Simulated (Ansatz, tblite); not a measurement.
Cost and result up the ladder for [Al(CN)H3]- (CH3AlN⁻) (6 atoms). The state is a singlet with charge -1. Geometry: r2SCAN-D4/def2-TZVPD.

Cartesian coordinates in Å:
```
Al -0.4227 0.2403 0.4091
C 0.9197 -0.5345 -0.8925
N 1.6967 -0.9644 -1.6421
H 0.3711 1.3584 1.2809
H -0.9510 -0.9912 1.3287
H -1.6138 0.8914 -0.4840
```

Ansatz on 4 threads of Arm Neoverse V2 on a shared host; xTB runs through tblite on one thread. Times are rough, summed over both states, and most runs start from the orbitals of an earlier one. CCSD(T)/def2-TZVPPD serves as the yardstick here, not as an exact answer. The other state is a doublet.

The xTB rows come from tblite. Correlated methods freeze 7 core orbitals. HOMO above LUMO, or a gap near zero within one spin, warns that the state may not be the lowest or that an electron is smeared out.

Run but left out: PBE-D4/def2-TZVPD (neutral doublet: an occupied level 0.19 eV above an empty one).

Correlated methods converge slowly with the basis.

Raw xTB energies of ions are shifted by several eV.

| level | functions | wall time |
| --- | --- | --- |
| GFN2-xTB | 20 | 0.004 s |
| GFN1-xTB | 23 | 0.006 s |
| PBE0-D4/def2-TZVPD | 144 | 4 s |
| r2SCAN-D4/def2-TZVPD (with forces) | 144 | 5.1 s |
| CCSD(T)/def2-TZVPPD | 173 | 51 s |

Problem. Estimate what each level gives for the vertical IE (eV).

Solution. 
```
                             level  vertical IE (eV)  difference from CCSD(T)/def2-TZVPPD (eV)                                  remarks
                          GFN2-xTB              8.74                                      3.07                                        –
                          GFN1-xTB              9.52                                      3.84                                        –
                PBE0-D4/def2-TZVPD              5.33                                     -0.35                                        –
r2SCAN-D4/def2-TZVPD (with forces)              5.11                                     -0.56  gap within one spin near zero (doublet)
               CCSD(T)/def2-TZVPPD              5.68                                      0.00                                        –
```
